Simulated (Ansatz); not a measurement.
A made-up structure of CHBN, doublet:

```
4
angstrom
B -0.3637 0.1506 0.1243
C -1.7725 0.3007 0.6188
N 0.7686 0.1744 -0.2766
H 1.3677 -0.6257 -0.4664
```

It is relaxed with PBE-D4/def2-SVP and then PBE0-D4/def2-TZVP (Ansatz 0.2.0). Atoms count as bonded within 1.22 times the sum of their covalent radii (H–H: 0.88 Å). The end point is not checked to be a true minimum.

Question: Does its bonding change? (Judge from chemistry; the calculation decides.)

Answer: The calculation gives: No: no bond forms or breaks.

Where it ends: The first stage lowers the energy by 0.49 eV in 10 steps. It ends as CHBN ([C][B][NH]):
B1  (-0.455, 0.108, 0.152)
C2  (-1.847, 0.460, 0.644)
N3  (0.693, -0.174, -0.239)
H4  (1.608, -0.394, -0.556)
(Å)

Labels in which every atom is bracketed show which atoms are joined, not bond orders.

For scale, one of the runs: PBE0-D4/def2-TZVP relaxation, 99 basis functions, launched by `ansatz run in.yaml --threads 2 --pin off --events-out ev --progress --plain --max-ram 4352MiB`. The run took about 2.4 min on 2 CPU threads of an Arm Neoverse V1 (shared host).
